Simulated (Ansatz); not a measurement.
## SiP⁺, triplet: the ladder up to UCCSDT(Q)

Geometry: that of the SiP, quartet, kept fixed.

```xyz
2

Si    0.0000    0.0000    0.0000
P     0.0000    0.0000    2.3430
```

Basis cc-pVTZ; Ansatz 0.2.0. Only valence electrons are correlated (noble-gas cores frozen), which leaves 8 electrons in 58 orbitals. R marks a restricted (for open shells ROHF) determinant, U an unrestricted one. Active spaces: valence = (8e, 8o) chosen from the atoms' valence shells.

Full CI isn't at hand for all of this; UCCSDT(Q) serves as the reference, and is uncertain by about the last step of the cluster series. The frozen core follows each run's orbitals, which can shift R against U totals by a few meV.

For open shells CISD is restricted-active-space CI with the open shells as a complete middle space.

The UHF ⟨S²⟩ is 2.074 and the T1 diagnostic (RCCSD) is 0.0314. The largest doubles amplitude (RCCSD) is 0.072 and the T1 diagnostic (UCCSD) is 0.0326.

| level | E − E(UCCSDT(Q)) (kJ/mol) | share of correlation (%) | wall time |
| --- | --- | --- | --- |
| RHF | 565.2 | 0.00 | – |
| RMP2 | 123.8 | 78.09 | – |
| UMP2 | 128.6 | 77.24 | – |
| CISD | 72.0 | 87.26 | 8 s |
| RCCSD | 35.6 | 93.70 | – |
| UCCSD | 34.9 | 93.83 | – |
| RCCSD(T) | 7.4 | 98.70 | 15 s |
| UCCSD(T) | 7.4 | 98.69 | 36 s |
| BCCD(T) | 7.3 | 98.70 | 15 s |
| RCCSDT | 2.2 | 99.61 | – |
| UCCSDT | 2.1 | 99.64 | – |
| RCCSDT(Q) | 0.3 | 99.94 | 79 s |
| CASSCF (valence space) | 408.2 | 27.77 | – |
| NEVPT2 (valence space) | 99.6 | 82.38 | 10 s |
| MRCISD (valence space) | 39.0 | 93.10 | – |
| MRCISD+Q (valence space) | 6.5 | 98.85 | 14 s |

The correlation energy at UCCSDT(Q), counted from RHF, is -5.858 eV. That run took 1.8 min on 1 thread of Intel Xeon Platinum 8259CL, shared host.

Run but not shown, since their state or frozen core can't be matched to the reference's or they repeat it: UHF.

Times hold each run's SCF and search for its determinant on a shared host, so for small cases they say little of a method's own cost; they ran on 1 thread of Intel Xeon Platinum 8259CL.

Natural occupations of CASSCF (valence space) about the gap: 1.987 1.969 1.894 0.996 0.996 0.056 0.056 0.045; effectively unpaired electrons, Σ n²(2−n)², 2.08.
